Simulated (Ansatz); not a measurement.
Relaxation of CH6AlB (9 atoms, charge 0, multiplicity 1), to a largest force component of 0.02 eV/Å in at most 50 steps.

The calculation used Ansatz 0.2.0, UKS PBE-D4/6-31G.

```xyz
9
Properties=species:S:1:pos:R:3
B -0.972 0.873 -1.398
Al 0.122 0.693 0.291
C 0.535 -1.135 0.920
H -1.470 -0.012 -1.899
H -1.149 1.978 -1.917
H 1.004 1.949 0.787
H -0.245 -1.820 0.703
H 1.528 -1.475 0.422
H 0.736 -1.097 2.073
```

**Question.** Where does it end, and by what steps?

**Answer.** The forces met the threshold. Limits of this set-up: no polarisation functions. After 13 steps the energy has fallen by 0.669 eV; H5 moved furthest, 1.27 Å.

```json
{"step": "0", "energy less start (eV)": "0.0000", "largest force component (eV/Å)": "2.429", "accepted": "yes"}
{"step": "1", "energy less start (eV)": "-0.3469", "largest force component (eV/Å)": "0.927", "accepted": "yes"}
{"step": "2", "energy less start (eV)": "-0.4447", "largest force component (eV/Å)": "0.324", "accepted": "yes"}
{"step": "3", "energy less start (eV)": "-0.4614", "largest force component (eV/Å)": "0.329", "accepted": "yes"}
{"step": "4", "energy less start (eV)": "-0.5034", "largest force component (eV/Å)": "0.099", "accepted": "yes"}
{"step": "5", "energy less start (eV)": "-0.5207", "largest force component (eV/Å)": "0.383", "accepted": "yes"}
{"step": "6", "energy less start (eV)": "-0.5424", "largest force component (eV/Å)": "0.737", "accepted": "yes"}
{"step": "7", "energy less start (eV)": "-0.6013", "largest force component (eV/Å)": "0.670", "accepted": "yes"}
{"step": "8", "energy less start (eV)": "-0.6508", "largest force component (eV/Å)": "0.147", "accepted": "yes"}
{"step": "9", "energy less start (eV)": "-0.6674", "largest force component (eV/Å)": "0.026", "accepted": "yes"}
{"step": "10", "energy less start (eV)": "-0.6542", "largest force component (eV/Å)": "0.268", "accepted": "no"}
{"step": "11", "energy less start (eV)": "-0.6690", "largest force component (eV/Å)": "0.041", "accepted": "yes"}
{"step": "12", "energy less start (eV)": "-0.6688", "largest force component (eV/Å)": "0.052", "accepted": "no"}
{"step": "13", "energy less start (eV)": "-0.6692", "largest force component (eV/Å)": "0.017", "accepted": "yes"}
```

```xyz
9
Properties=species:S:1:pos:R:3
B -1.044 0.965 -1.480
Al 0.394 0.568 0.030
C 0.519 -1.125 1.078
H -0.861 0.695 -2.647
H -2.112 1.489 -1.251
H 1.502 1.720 0.373
H -0.285 -1.840 0.839
H 1.491 -1.615 0.881
H 0.483 -0.903 2.161
```

Run time: 20 s on 1 thread of Intel(R) Xeon(R) 6975P-C (Granite Rapids), on a shared host, peak memory 0.16 GiB.
